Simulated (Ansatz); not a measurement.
Total energies of C3H7NO, SMILES `C/C(O)=C/N`.

Z-matrix (Å, degrees):
```
C
C 1 1.482
H 1 1.093 2 110.3
H 1 1.093 2 110.3 3 118.3
H 1 1.090 2 110.8 3 -120.8
O 2 1.347 1 113.9 3 -59.2
C 2 1.338 1 125.5 3 120.8
H 6 0.976 2 104.0 1 -180.0
N 7 1.429 2 117.3 1 -180.0
H 7 1.085 2 120.9 1 0.0
H 9 1.012 7 112.4 2 -119.3
H 9 1.013 7 112.4 2 119.3
```

The species carries charge 0 and has multiplicity 1. The geometry is a stationary point of PBE0-D4/def2-TZVP. It is one conformer, not always the lowest. Basis def2-TZVPP, Ansatz 0.2.0.

RPA on PBE orbitals: Hartree–Fock energy of these orbitals -247.02140 Eh, correlation -1.52370 Eh (frozen core).

```json
{"functional": "PBE", "kind": "GGA", "energy without D4 (Eh)": "-248.29103", "D4 term (kJ/mol)": "-19.7"}
{"functional": "BLYP", "kind": "GGA", "energy without D4 (Eh)": "-248.50451", "D4 term (kJ/mol)": "-44.5"}
{"functional": "B97M-V", "kind": "meta-GGA with VV10", "energy without D4 (Eh)": "-248.56419", "D4 term (kJ/mol)": "–"}
{"functional": "PBE0", "kind": "global hybrid, 25 % exact exchange", "energy without D4 (Eh)": "-248.30802", "D4 term (kJ/mol)": "-16.4"}
{"functional": "r2SCANh", "kind": "meta-GGA hybrid, 10 %", "energy without D4 (Eh)": "-248.44109", "D4 term (kJ/mol)": "-5.2"}
{"functional": "r2SCAN0", "kind": "meta-GGA hybrid, 25 %", "energy without D4 (Eh)": "-248.42307", "D4 term (kJ/mol)": "-5.7"}
{"functional": "HSE06 (plane-wave form)", "kind": "screened hybrid", "energy without D4 (Eh)": "-248.29479", "D4 term (kJ/mol)": "-15.0"}
{"functional": "CAM-B3LYP", "kind": "range-separated hybrid", "energy without D4 (Eh)": "-248.48026", "D4 term (kJ/mol)": "-16.2"}
{"functional": "LC-ωPBE", "kind": "long-range corrected hybrid", "energy without D4 (Eh)": "-248.44126", "D4 term (kJ/mol)": "–"}
{"functional": "PBE-QIDH", "kind": "double hybrid", "energy without D4 (Eh)": "-248.27048", "D4 term (kJ/mol)": "–"}
```

Question: Give the same for LDA (SPW92), revPBE, r2SCAN, B3LYP, BHLYP, ωB97X-V, ωB97M-V, B2PLYP. (An estimate is asked.)

Answer: Ansatz gave: 
| functional | kind | energy without D4 (Eh) | D4 term (kJ/mol) |
| --- | --- | --- | --- |
| LDA (SPW92) | LDA | -246.50906 | – |
| revPBE | GGA | -248.51892 | -70.5 |
| r2SCAN | meta-GGA | -248.45386 | -5.0 |
| B3LYP | global hybrid, 20 % | -248.60197 | -31.3 |
| BHLYP | global hybrid, 50 % | -248.44731 | -21.1 |
| ωB97X-V | range-separated hybrid GGA with VV10 | -248.51610 | – |
| ωB97M-V | range-separated hybrid meta-GGA with VV10 | -248.49055 | – |
| B2PLYP | double hybrid | -248.39202 | – |

B3LYP takes the VWN-RPA correlation (the form of Gaussian; ORCA's B3LYP/G). HSE06 is the plane-wave form, built on full-range PBE exchange. The double hybrids freeze the cores in their second-order part.

LC-ωPBE has ω = 0.4 bohr⁻¹.
